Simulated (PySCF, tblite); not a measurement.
# SiNH4+: diradical character, part 2 of 3

tblite 0.8.0 and PySCF 2.14.0. Atoms count from 0.

### Step 9. Diradical character: LC-wPBE/def2-TZVP, geometry of multiplicity 3

Job settings and geometry (Å):

```
{"job": {"kind": "bs", "xc": "LC-wPBE", "basis": "def2-TZVP", "rks": true, "grid": 1}, "charge": 1, "high_spin_multiplicity": 3}
N      1.166864    -0.174244    -0.113912
Si    -0.636063     0.102697     0.039565
H      2.184245    -0.352660    -0.161307
H     -0.820532    -0.151067     1.493200
H     -1.151063    -0.936253    -0.890321
H     -0.737206     1.515407    -0.410373
```

With the program's defaults for keys left out, this is: LC-wPBE/def2-TZVP high-spin, broken-symmetry and restricted single points, gas phase.

What it wrote:

```text
high-spin state, multiplicity 3
final grid: 21424 points
cycle   1  E = -346.1310187665  dE = -1.670e-02  |g| = 3.423e-02  |ddm| = 1.514e-01
cycle   2  E = -346.1322203413  dE = -1.202e-03  |g| = 1.290e-02  |ddm| = 3.236e-02
cycle   3  E = -346.1325225548  dE = -3.022e-04  |g| = 7.776e-03  |ddm| = 1.513e-02
cycle   4  E = -346.1326292550  dE = -1.067e-04  |g| = 2.739e-03  |ddm| = 1.002e-02
cycle   5  E = -346.1326579769  dE = -2.872e-05  |g| = 1.139e-03  |ddm| = 6.602e-03
cycle   6  E = -346.1326617308  dE = -3.754e-06  |g| = 3.925e-04  |ddm| = 2.766e-03
cycle   7  E = -346.1326621491  dE = -4.183e-07  |g| = 9.601e-05  |ddm| = 1.193e-03
cycle   8  E = -346.1326621679  dE = -1.879e-08  |g| = 2.959e-05  |ddm| = 2.635e-04
cycle   9  E = -346.1326621690  dE = -1.148e-09  |g| = 9.624e-06  |ddm| = 5.587e-05
converged SCF energy = -346.1326621690

broken-symmetry state, M_S = 0, start: spins of the second site flipped
final grid: 21424 points
cycle   1  E = -346.1103625979  dE = -4.686e-03  |g| = 2.116e-02  |ddm| = 3.830e-02
cycle   2  E = -346.1106569103  dE = -2.943e-04  |g| = 5.914e-03  |ddm| = 1.262e-02
cycle   3  E = -346.1107067577  dE = -4.985e-05  |g| = 2.442e-03  |ddm| = 7.911e-03
cycle   4  E = -346.1107156168  dE = -8.859e-06  |g| = 1.468e-03  |ddm| = 2.901e-03
cycle   5  E = -346.1107216406  dE = -6.024e-06  |g| = 2.701e-04  |ddm| = 4.402e-03
cycle   6  E = -346.1107218458  dE = -2.052e-07  |g| = 1.112e-04  |ddm| = 7.311e-04
cycle   7  E = -346.1107218696  dE = -2.379e-08  |g| = 4.120e-05  |ddm| = 2.042e-04
cycle   8  E = -346.1107218751  dE = -5.538e-09  |g| = 1.558e-05  |ddm| = 9.507e-05
converged SCF energy = -346.1107218751

<S^2> high spin = 2.0117, broken symmetry = 1.0064
E(HS) - E(BS) = -4815.34 cm-1
J_noodleman = 4815.34 cm-1
J_unprojected = 2407.67 cm-1
J_yamaguchi = 4789.83 cm-1

restricted closed-shell singlet
final grid: 21424 points
cycle   1  E = -346.0495026168  dE = -6.370e-03  |g| = 3.025e-02  |ddm| = 1.050e-01
cycle   2  E = -346.0505692121  dE = -1.067e-03  |g| = 2.045e-02  |ddm| = 4.294e-02
cycle   3  E = -346.0508286566  dE = -2.594e-04  |g| = 9.256e-03  |ddm| = 1.927e-02
cycle   4  E = -346.0509904490  dE = -1.618e-04  |g| = 3.129e-03  |ddm| = 2.408e-02
cycle   5  E = -346.0509987615  dE = -8.312e-06  |g| = 6.419e-04  |ddm| = 5.876e-03
cycle   6  E = -346.0509990765  dE = -3.150e-07  |g| = 1.698e-04  |ddm| = 9.915e-04
cycle   7  E = -346.0509991280  dE = -5.152e-08  |g| = 9.871e-05  |ddm| = 3.521e-04
cycle   8  E = -346.0509991522  dE = -2.417e-08  |g| = 7.631e-05  |ddm| = 2.210e-04
cycle   9  E = -346.0509991826  dE = -3.039e-08  |g| = 7.000e-05  |ddm| = 3.067e-04
cycle  10  E = -346.0509992035  dE = -2.097e-08  |g| = 6.935e-05  |ddm| = 2.193e-04
cycle  11  E = -346.0509992261  dE = -2.259e-08  |g| = 6.916e-05  |ddm| = 2.372e-04
cycle  12  E = -346.0509992975  dE = -7.136e-08  |g| = 6.892e-05  |ddm| = 7.509e-04
cycle  13  E = -346.0509997014  dE = -4.039e-07  |g| = 6.825e-05  |ddm| = 3.487e-03
cycle  14  E = -346.0510003234  dE = -6.220e-07  |g| = 6.788e-05  |ddm| = 6.397e-03
cycle  15  E = -346.0510005845  dE = -2.611e-07  |g| = 6.763e-05  |ddm| = 1.093e-03
cycle  16  E = -346.0510048262  dE = -4.242e-06  |g| = 3.062e-04  |ddm| = 4.670e-02
cycle  17  E = -346.0510047883  dE =  3.788e-08  |g| = 2.972e-04  |ddm| = 4.593e-04
cycle  18  E = -346.0510103560  dE = -5.568e-06  |g| = 1.799e-03  |ddm| = 7.649e-02
cycle  19  E = -346.0510092789  dE =  1.077e-06  |g| = 1.241e-03  |ddm| = 1.917e-02
cycle  20  E = -346.0510099892  dE = -7.103e-07  |g| = 1.931e-03  |ddm| = 1.644e-02
cycle  21  E = -346.0510102798  dE = -2.906e-07  |g| = 1.999e-03  |ddm| = 4.596e-03
cycle  22  E = -346.0510098722  dE =  4.077e-07  |g| = 1.286e-03  |ddm| = 1.287e-02
cycle  23  E = -346.0510146758  dE = -4.804e-06  |g| = 2.358e-03  |ddm| = 7.522e-02
cycle  24  E = -346.0510080741  dE =  6.602e-06  |g| = 3.267e-04  |ddm| = 1.033e-01
cycle  25  E = -346.0510106109  dE = -2.537e-06  |g| = 9.805e-05  |ddm| = 3.070e-02
cycle  26  E = -346.0510123940  dE = -1.783e-06  |g| = 1.357e-04  |ddm| = 2.179e-02
cycle  27  E = -346.0510126480  dE = -2.540e-07  |g| = 6.625e-05  |ddm| = 2.884e-03
cycle  28  E = -346.0510191419  dE = -6.494e-06  |g| = 1.741e-03  |ddm| = 9.834e-02
cycle  29  E = -346.0510160616  dE =  3.080e-06  |g| = 5.046e-04  |ddm| = 5.249e-02
cycle  30  E = -346.0510161651  dE = -1.035e-07  |g| = 4.656e-04  |ddm| = 2.014e-03
cycle  31  E = -346.0510179195  dE = -1.754e-06  |g| = 3.636e-04  |ddm| = 2.231e-02
cycle  32  E = -346.0510234729  dE = -5.553e-06  |g| = 2.829e-03  |ddm| = 1.072e-01
cycle  33  E = -346.0510220221  dE =  1.451e-06  |g| = 7.073e-04  |ddm| = 5.225e-02
cycle  34  E = -346.0510224820  dE = -4.599e-07  |g| = 5.571e-05  |ddm| = 4.481e-03
cycle  35  E = -346.0510068974  dE =  1.558e-05  |g| = 9.897e-03  |ddm| = 2.309e-01
SCF not converged, last energy = -346.0510068974
restart with level shift 0.3
final grid: 21424 points
cycle   1  E = -346.0481906726  dE = -5.058e-03  |g| = 4.054e-02  |ddm| = 7.566e-02
cycle   2  E = -346.0496017090  dE = -1.411e-03  |g| = 2.530e-02  |ddm| = 3.736e-02
cycle   3  E = -346.0503338498  dE = -7.321e-04  |g| = 1.633e-02  |ddm| = 2.815e-02
cycle   4  E = -346.0507427514  dE = -4.089e-04  |g| = 9.774e-03  |ddm| = 2.288e-02
cycle   5  E = -346.0509234048  dE = -1.807e-04  |g| = 5.374e-03  |ddm| = 1.754e-02
cycle   6  E = -346.0509798026  dE = -5.640e-05  |g| = 2.967e-03  |ddm| = 1.004e-02
cycle   7  E = -346.0509944051  dE = -1.460e-05  |g| = 1.586e-03  |ddm| = 4.941e-03
cycle   8  E = -346.0509979686  dE = -3.564e-06  |g| = 9.493e-04  |ddm| = 2.351e-03
cycle   9  E = -346.0509988551  dE = -8.864e-07  |g| = 5.060e-04  |ddm| = 1.069e-03
cycle  10  E = -346.0509990710  dE = -2.159e-07  |g| = 2.645e-04  |ddm| = 5.209e-04
cycle  11  E = -346.0509991323  dE = -6.135e-08  |g| = 1.430e-04  |ddm| = 2.778e-04
cycle  12  E = -346.0509991563  dE = -2.393e-08  |g| = 8.970e-05  |ddm| = 1.769e-04
cycle  13  E = -346.0509991730  dE = -1.679e-08  |g| = 7.173e-05  |ddm| = 1.595e-04
cycle  14  E = -346.0509991889  dE = -1.587e-08  |g| = 6.677e-05  |ddm| = 1.629e-04
cycle  15  E = -346.0509992041  dE = -1.522e-08  |g| = 6.550e-05  |ddm| = 1.592e-04
cycle  16  E = -346.0509992224  dE = -1.823e-08  |g| = 6.540e-05  |ddm| = 1.921e-04
cycle  17  E = -346.0509992307  dE = -8.338e-09  |g| = 6.548e-05  |ddm| = 8.707e-05
level shift removed, Fock matrix diagonalised once more
converged SCF energy = -346.0509992307
```

It took 10 s on 1 thread of Arm Neoverse V2, shared host; peak memory 0.34 GiB.

Key values:

| quantity | value |
| --- | --- |
| J (Yamaguchi) | 4790 cm⁻¹ |
| low less high spin, projected | 27.5 kcal/mol |
| closed shell less high spin (no spin gap: the broken-symmetry state lies far lower) | 51.2 kcal/mol |

### Step 10. Diradical character: BHandHLYP/def2-TZVP, grid 0, other SCF options, geometry of multiplicity 3

Job settings and geometry (Å):

```
{"job": {"kind": "bs", "xc": "BHandHLYP", "basis": "def2-TZVP", "rks": true, "grid": 0, "scf": {"conv": 1e-06, "max_cycle": 98}}, "charge": 1, "high_spin_multiplicity": 3}
N      1.166864    -0.174244    -0.113912
Si    -0.636063     0.102697     0.039565
H      2.184245    -0.352660    -0.161307
H     -0.820532    -0.151067     1.493200
H     -1.151063    -0.936253    -0.890321
H     -0.737206     1.515407    -0.410373
```

Level: BHandHLYP/def2-TZVP high-spin, broken-symmetry and restricted single points, gas phase.

What it wrote:

```text
high-spin state, multiplicity 3
final grid: 5168 points
cycle   1  E = -346.1818437384  dE =  6.798e-02  |g| = 2.799e-01  |ddm| = 1.172e+00
cycle   2  E = -346.2210058481  dE = -3.916e-02  |g| = 2.080e-01  |ddm| = 3.692e-01
cycle   3  E = -346.2426832206  dE = -2.168e-02  |g| = 4.988e-02  |ddm| = 1.358e-01
cycle   4  E = -346.2447774922  dE = -2.094e-03  |g| = 1.566e-02  |ddm| = 5.506e-02
cycle   5  E = -346.2450858894  dE = -3.084e-04  |g| = 5.304e-03  |ddm| = 1.961e-02
cycle   6  E = -346.2451268139  dE = -4.092e-05  |g| = 1.748e-03  |ddm| = 7.065e-03
cycle   7  E = -346.2451332707  dE = -6.457e-06  |g| = 5.271e-04  |ddm| = 3.461e-03
cycle   8  E = -346.2451339433  dE = -6.726e-07  |g| = 1.366e-04  |ddm| = 1.365e-03
converged SCF energy = -346.2451339433

broken-symmetry state, M_S = 0, start: spins of the second site flipped
final grid: 5168 points
cycle   1  E = -346.2230006310  dE = -5.817e-03  |g| = 1.985e-02  |ddm| = 4.789e-02
cycle   2  E = -346.2232205382  dE = -2.199e-04  |g| = 6.064e-03  |ddm| = 1.245e-02
cycle   3  E = -346.2232440489  dE = -2.351e-05  |g| = 3.981e-03  |ddm| = 6.781e-03
cycle   4  E = -346.2232545082  dE = -1.046e-05  |g| = 9.889e-04  |ddm| = 3.048e-03
cycle   5  E = -346.2232568230  dE = -2.315e-06  |g| = 2.229e-04  |ddm| = 2.827e-03
cycle   6  E = -346.2232569165  dE = -9.347e-08  |g| = 7.150e-05  |ddm| = 5.044e-04
converged SCF energy = -346.2232569165

<S^2> high spin = 2.0150, broken symmetry = 1.0076
E(HS) - E(BS) = -4801.45 cm-1
J_noodleman = 4801.45 cm-1
J_unprojected = 2400.73 cm-1
J_yamaguchi = 4766.19 cm-1

restricted closed-shell singlet
final grid: 5168 points
cycle   1  E = -346.1648878161  dE = -5.743e-03  |g| = 2.582e-02  |ddm| = 1.214e-01
cycle   2  E = -346.1653320928  dE = -4.443e-04  |g| = 1.873e-02  |ddm| = 3.648e-02
cycle   3  E = -346.1654280549  dE = -9.596e-05  |g| = 5.001e-03  |ddm| = 1.363e-02
cycle   4  E = -346.1654548205  dE = -2.677e-05  |g| = 1.965e-03  |ddm| = 9.444e-03
cycle   5  E = -346.1654563687  dE = -1.548e-06  |g| = 3.104e-04  |ddm| = 2.149e-03
cycle   6  E = -346.1654564554  dE = -8.667e-08  |g| = 1.096e-04  |ddm| = 5.359e-04
converged SCF energy = -346.1654564554
```

Wall time 1.3 s (1 thread of Arm Neoverse V2, shared host); peak memory 0.34 GiB.

Key values:

| quantity | value |
| --- | --- |
| J (Yamaguchi) | 4766 cm⁻¹ |
| low less high spin, projected | 27.5 kcal/mol |
| closed shell less high spin (no spin gap: the broken-symmetry state lies far lower) | 50.0 kcal/mol |

### Step 11. Diradical character: CASSCF and SC-NEVPT2/def2-TZVP (2,2), geometry of multiplicity 3

Job settings and geometry (Å):

```
{"job": {"kind": "cas", "basis": "def2-TZVP", "active": "natural", "max": 6, "thr": 0.006, "orbitals": "high", "xc": "LDA"}, "charge": 1, "high_spin_multiplicity": 3}
N      1.166864    -0.174244    -0.113912
Si    -0.636063     0.102697     0.039565
H      2.184245    -0.352660    -0.161307
H     -0.820532    -0.151067     1.493200
H     -1.151063    -0.936253    -0.890321
H     -0.737206     1.515407    -0.410373
```

Method: CASSCF and SC-NEVPT2/def2-TZVP spin states, gas phase.

What it wrote:

```text
start orbitals: natural orbitals of the high-spin LDA determinant (converged)
active space: 2 electrons in 2 orbitals, 11 closed; orbitals optimised for multiplicities 3
macro   0  E = -345.3280176186  dE =  0.000e+00  |g| = 1.437e+00
macro   1  E = -345.3843332115  dE = -5.632e-02  |g| = 2.359e-01
macro   2  E = -345.3970270176  dE = -1.269e-02  |g| = 3.049e-01
macro   3  E = -345.3987668886  dE = -1.740e-03  |g| = 7.265e-02
macro   4  E = -345.3989324025  dE = -1.655e-04  |g| = 5.335e-03
macro   5  E = -345.3989349414  dE = -2.539e-06  |g| = 1.716e-03
macro   6  E = -345.3989350750  dE = -1.336e-07  |g| = 3.513e-04
macro   7  E = -345.3989350952  dE = -2.018e-08  |g| = 2.035e-04
CASSCF converged, mean energy = -345.3989350952
2S+1 = 3  root 0  E(CAS) = -345.39893510  E(NEVPT2) = -345.64657912  occupations 1.000 1.000
2S+1 = 1  root 0  E(CAS) = -345.33010960  E(NEVPT2) = -345.58340613  occupations 1.003 0.997
2S+1 = 1  root 1  E(CAS) = -345.33005404  E(NEVPT2) = -345.58335986  occupations 1.002 0.998
2S+1 = 1  root 2  E(CAS) = -345.26122812  E(NEVPT2) = -345.52165490  occupations 1.004 0.996
D(spin-spin) = 1.7106 cm-1, E/D = 0.000
D(spin-orbit) = 0.1977 cm-1, D(total) = 1.9083 cm-1, E/D = 0.000
```

Run time: 2.4 s. Hardware: 1 thread of Arm Neoverse V2, shared host; peak memory 0.34 GiB.

J and the spin gap of this run are not to be taken as properties: the orbitals were optimised for multiplicity 3 alone, so the other state lies too high.

### Step 12. Diradical character (SiNH4+ (quartet)): CASSCF and SC-NEVPT2/def2-TZVP, geometry of multiplicity 3

Job settings and geometry (Å):

```
{"job": {"kind": "cas", "basis": "def2-TZVP", "active": "natural", "max": 6, "thr": 0.006, "orbitals": "high"}, "charge": 1, "high_spin_multiplicity": 4}
N      1.166864    -0.174244    -0.113912
Si    -0.636063     0.102697     0.039565
H      2.184245    -0.352660    -0.161307
H     -0.820532    -0.151067     1.493200
H     -1.151063    -0.936253    -0.890321
H     -0.737206     1.515407    -0.410373
```

Method: CASSCF and SC-NEVPT2/def2-TZVP spin states, gas phase.

What it wrote:

```text
RuntimeError: Electron number 24 and spin 3 are not consistent
Note mol.spin = 2S = Nalpha - Nbeta, not 2S+1
```

Hardware: 1 thread of Arm Neoverse V2, shared host.

**What went wrong.** Charge and multiplicity don't fit the number of electrons: an even count needs an odd multiplicity, and the reverse. The remedy is to mend the charge or the multiplicity.

### Step 13. Diradical character: CASSCF and SC-NEVPT2/def2-TZVP (2,2), geometry of multiplicity 1

Job settings and geometry (Å):

```
{"job": {"kind": "cas", "basis": "def2-TZVP", "active": "magnetic"}, "charge": 1, "high_spin_multiplicity": 3}
N      1.152821    -0.189249    -0.084259
Si    -0.614942     0.086943     0.057423
H      2.168196    -0.303088    -0.233214
H     -0.857645    -0.152948     1.506233
H     -1.139941    -0.943089    -0.885533
H     -0.702244     1.505312    -0.403799
```

Level: CASSCF and SC-NEVPT2/def2-TZVP spin states, gas phase.

What it wrote:

```text
start orbitals: natural orbitals of the high-spin HF determinant (converged)
active space: 2 electrons in 2 orbitals, 11 closed; orbitals optimised for multiplicities 3 1
macro   0  E = -345.3620637678  dE =  0.000e+00  |g| = 1.147e-01
macro   1  E = -345.3633377532  dE = -1.274e-03  |g| = 2.952e-02
macro   2  E = -345.3634603649  dE = -1.226e-04  |g| = 9.100e-03
macro   3  E = -345.3634695122  dE = -9.147e-06  |g| = 2.948e-03
macro   4  E = -345.3634703362  dE = -8.240e-07  |g| = 3.767e-04
macro   5  E = -345.3634703672  dE = -3.098e-08  |g| = 1.715e-04
CASSCF converged, mean energy = -345.3634703672
2S+1 = 3  root 0  E(CAS) = -345.39568752  E(NEVPT2) = -345.64608872  occupations 1.000 1.000
2S+1 = 1  root 0  E(CAS) = -345.33125321  E(NEVPT2) = -345.58472376  occupations 1.025 0.975
2S+1 = 1  root 1  E(CAS) = -345.32687583  E(NEVPT2) = -345.58369890  occupations 1.008 0.992
2S+1 = 1  root 2  E(CAS) = -345.26241784  E(NEVPT2) = -345.52378652  occupations 1.026 0.974
D(spin-spin) = 1.6284 cm-1, E/D = 0.000
D(spin-orbit) = 0.1919 cm-1, D(total) = 1.8203 cm-1, E/D = 0.000
```

Run time: 1.3 s. Hardware: 1 thread of Arm Neoverse V2, shared host; peak memory 0.34 GiB.

In short:

| quantity | value |
| --- | --- |
| J (CASSCF) | 7071 cm⁻¹ |
| J (NEVPT2) | 6734 cm⁻¹ |
| low less high spin (NEVPT2) | 38.5 kcal/mol |
| diradical index y0 | 0.97 |
| zero-field D | 1.820 cm⁻¹ |

### Step 14. Diradical character: CASSCF and SC-NEVPT2/def2-TZVP (4,4), geometry of multiplicity 1

Job settings and geometry (Å):

```
{"job": {"kind": "cas", "basis": "def2-TZVP", "active": "natural", "max": 6, "thr": 0.006, "orbitals": "high"}, "charge": 1, "high_spin_multiplicity": 3}
N      1.152821    -0.189249    -0.084259
Si    -0.614942     0.086943     0.057423
H      2.168196    -0.303088    -0.233214
H     -0.857645    -0.152948     1.506233
H     -1.139941    -0.943089    -0.885533
H     -0.702244     1.505312    -0.403799
```

Method: CASSCF and SC-NEVPT2/def2-TZVP spin states, gas phase.

What it wrote:

```text
start orbitals: natural orbitals of the high-spin HF determinant (converged)
active space: 4 electrons in 4 orbitals, 10 closed; orbitals optimised for multiplicities 3
macro   0  E = -345.4129881394  dE =  0.000e+00  |g| = 3.035e-02
macro   1  E = -345.4133678649  dE = -3.797e-04  |g| = 1.028e-02
macro   2  E = -345.4134687779  dE = -1.009e-04  |g| = 5.162e-03
macro   3  E = -345.4135147416  dE = -4.596e-05  |g| = 4.543e-03
macro   4  E = -345.4138340477  dE = -3.193e-04  |g| = 2.121e-02
macro   5  E = -345.4144641152  dE = -6.301e-04  |g| = 3.472e-02
macro   6  E = -345.4155491399  dE = -1.085e-03  |g| = 5.280e-02
macro   7  E = -345.4139392502  step rejected
macro   8  E = -345.4161431103  dE = -5.940e-04  |g| = 6.257e-02
macro   9  E = -345.4180819348  dE = -1.939e-03  |g| = 3.110e-02
macro  10  E = -345.4186231534  dE = -5.412e-04  |g| = 8.843e-03
macro  11  E = -345.4187208673  dE = -9.771e-05  |g| = 5.092e-03
macro  12  E = -345.4187519749  dE = -3.111e-05  |g| = 2.735e-03
macro  13  E = -345.4187555103  dE = -3.535e-06  |g| = 1.291e-03
macro  14  E = -345.4187562952  dE = -7.849e-07  |g| = 2.920e-04
macro  15  E = -345.4187563152  dE = -1.998e-08  |g| = 1.168e-04
CASSCF converged, mean energy = -345.4187563152
2S+1 = 3  root 0  E(CAS) = -345.41875632  E(NEVPT2) = -345.64424737  occupations 1.977 1.000 1.000 0.023
2S+1 = 3  root 1  E(CAS) = -344.97205395  E(NEVPT2) = -345.28979968  occupations 1.952 1.021 1.000 0.026
2S+1 = 1  root 0  E(CAS) = -345.34329442  E(NEVPT2) = -345.58215544  occupations 1.985 1.024 0.976 0.015
2S+1 = 1  root 1  E(CAS) = -345.34319233  E(NEVPT2) = -345.58199376  occupations 1.985 1.008 0.992 0.015
2S+1 = 1  root 2  E(CAS) = -345.28017576  E(NEVPT2) = -345.52338196  occupations 1.976 1.029 0.979 0.015
D(spin-spin) = 1.7829 cm-1, E/D = 0.000
D(spin-orbit) = 0.2110 cm-1, D(total) = 1.9939 cm-1, E/D = 0.001
```

Wall time 1 s (1 thread of Arm Neoverse V2, shared host); peak memory 0.34 GiB.

J and the spin gap of this run are not to be taken as properties: the orbitals were optimised for multiplicity 3 alone, so the other state lies too high.

### Step 15. Diradical character: HF/def2-TZVP, geometry of multiplicity 1

Job settings and geometry (Å):

```
{"job": {"kind": "bs", "xc": "HF", "basis": "def2-TZVP", "rks": true, "grid": 1}, "charge": 1, "high_spin_multiplicity": 3}
N      1.152821    -0.189249    -0.084259
Si    -0.614942     0.086943     0.057423
H      2.168196    -0.303088    -0.233214
H     -0.857645    -0.152948     1.506233
H     -1.139941    -0.943089    -0.885533
H     -0.702244     1.505312    -0.403799
```

Method: HF/def2-TZVP high-spin, broken-symmetry and restricted single points, gas phase.

What it wrote:

```text
high-spin state, multiplicity 3
final grid: 44408 points
cycle   1  E = -345.2773213618  dE = -4.116e-02  |g| = 3.644e-01  |ddm| = 1.168e+00
cycle   2  E = -345.3831721584  dE = -1.059e-01  |g| = 1.528e-01  |ddm| = 3.834e-01
cycle   3  E = -345.4010894014  dE = -1.792e-02  |g| = 6.023e-02  |ddm| = 1.129e-01
cycle   4  E = -345.4066922818  dE = -5.603e-03  |g| = 1.970e-02  |ddm| = 7.998e-02
cycle   5  E = -345.4074285150  dE = -7.362e-04  |g| = 8.412e-03  |ddm| = 2.673e-02
cycle   6  E = -345.4075582340  dE = -1.297e-04  |g| = 3.873e-03  |ddm| = 1.206e-02
cycle   7  E = -345.4075922672  dE = -3.403e-05  |g| = 1.520e-03  |ddm| = 8.016e-03
cycle   8  E = -345.4075981782  dE = -5.911e-06  |g| = 4.521e-04  |ddm| = 4.453e-03
cycle   9  E = -345.4075986857  dE = -5.075e-07  |g| = 1.562e-04  |ddm| = 1.369e-03
cycle  10  E = -345.4075987497  dE = -6.404e-08  |g| = 4.840e-05  |ddm| = 5.122e-04
cycle  11  E = -345.4075987548  dE = -5.066e-09  |g| = 1.806e-05  |ddm| = 1.217e-04
converged SCF energy = -345.4075987548

broken-symmetry state, M_S = 0, start: spins of the second site flipped
final grid: 21424 points
cycle   1  E = -345.3723907048  dE = -1.039e-02  |g| = 3.906e-02  |ddm| = 5.610e-02
cycle   2  E = -345.3731417606  dE = -7.511e-04  |g| = 1.103e-02  |ddm| = 1.681e-02
cycle   3  E = -345.3732350844  dE = -9.332e-05  |g| = 2.676e-03  |ddm| = 9.424e-03
cycle   4  E = -345.3732446871  dE = -9.603e-06  |g| = 1.589e-03  |ddm| = 3.218e-03
cycle   5  E = -345.3732513947  dE = -6.708e-06  |g| = 4.998e-04  |ddm| = 4.563e-03
cycle   6  E = -345.3732521374  dE = -7.428e-07  |g| = 1.265e-04  |ddm| = 1.810e-03
cycle   7  E = -345.3732521770  dE = -3.961e-08  |g| = 4.603e-05  |ddm| = 3.455e-04
cycle   8  E = -345.3732521822  dE = -5.148e-09  |g| = 2.141e-05  |ddm| = 9.158e-05
converged SCF energy = -345.3732521822

<S^2> high spin = 2.0263, broken symmetry = 1.0122
E(HS) - E(BS) = -7538.20 cm-1
J_noodleman = 7538.20 cm-1
J_unprojected = 3769.10 cm-1
J_yamaguchi = 7433.27 cm-1

restricted closed-shell singlet
final grid: 21424 points
cycle   1  E = -345.3003076367  dE = -6.267e-03  |g| = 3.602e-02  |ddm| = 1.075e-01
cycle   2  E = -345.3011328115  dE = -8.252e-04  |g| = 1.479e-02  |ddm| = 3.542e-02
cycle   3  E = -345.3013102800  dE = -1.775e-04  |g| = 5.913e-03  |ddm| = 1.792e-02
cycle   4  E = -345.3013461836  dE = -3.590e-05  |g| = 1.297e-03  |ddm| = 9.472e-03
cycle   5  E = -345.3013480181  dE = -1.834e-06  |g| = 3.236e-04  |ddm| = 2.113e-03
cycle   6  E = -345.3013481694  dE = -1.512e-07  |g| = 9.625e-05  |ddm| = 6.475e-04
cycle   7  E = -345.3013481830  dE = -1.365e-08  |g| = 6.833e-05  |ddm| = 1.465e-04
cycle   8  E = -345.3013481947  dE = -1.165e-08  |g| = 6.400e-05  |ddm| = 1.309e-04
cycle   9  E = -345.3013482099  dE = -1.521e-08  |g| = 6.245e-05  |ddm| = 1.780e-04
cycle  10  E = -345.3013482239  dE = -1.405e-08  |g| = 6.211e-05  |ddm| = 1.668e-04
cycle  11  E = -345.3013482457  dE = -2.176e-08  |g| = 6.178e-05  |ddm| = 2.592e-04
cycle  12  E = -345.3013486630  dE = -4.173e-07  |g| = 5.519e-05  |ddm| = 5.290e-03
cycle  13  E = -345.3013497838  dE = -1.121e-06  |g| = 8.699e-05  |ddm| = 2.020e-02
cycle  14  E = -345.3013498970  dE = -1.132e-07  |g| = 1.341e-04  |ddm| = 3.441e-03
cycle  15  E = -345.3013501377  dE = -2.407e-07  |g| = 1.910e-04  |ddm| = 1.335e-02
cycle  16  E = -345.3013501379  dE = -2.686e-10  |g| = 1.838e-04  |ddm| = 1.163e-04
cycle  17  E = -345.3013501575  dE = -1.955e-08  |g| = 6.333e-05  |ddm| = 1.580e-03
cycle  18  E = -345.3013501627  dE = -5.207e-09  |g| = 2.913e-06  |ddm| = 1.728e-03
converged SCF energy = -345.3013501627
```

Run time: 0.8 s. Hardware: 1 thread of Arm Neoverse V2, shared host; peak memory 0.34 GiB.

Key values:

| quantity | value |
| --- | --- |
| J (Yamaguchi) | 7433 cm⁻¹ |
| low less high spin, projected | 43.1 kcal/mol |
| closed shell less high spin (no spin gap: the broken-symmetry state lies far lower) | 66.7 kcal/mol |

[end of part 2 of 3]
